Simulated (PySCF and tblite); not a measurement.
Results of a calculation; reference values are marked as such.
System: C3H3ClN2, numbered as in [Cl:1][c:2]1[cH:3][n:4][nH:5][cH:6]1.

Motion: shift of H on N5 from N5 to N4. GFN2-xTB gives an electronic barrier of 45.6 kcal/mol.

Tunnelling of the moving H, left out here, will speed the real process. In real samples such hydrogens mostly exchange between molecules or through solvent, far faster than by this path.

Question: What does PBE0/pcSseg-1 + D3(BJ) give on B3LYP-D3(BJ)/def2-SVP geometries?

Answer: A barrier of 50.7 kcal/mol, 5.1 above the tight-binding barrier (from unrounded values) and, with GFN2-xTB thermal terms, ΔG‡(298 K) = 46.6 kcal/mol and k = 8.3×10⁻²² s⁻¹ (2 equivalent paths).

Question: And the level of the geometries itself, B3LYP-D3(BJ)/def2-SVP?

Answer: 51.6 kcal/mol.

Programs: tblite and PySCF.
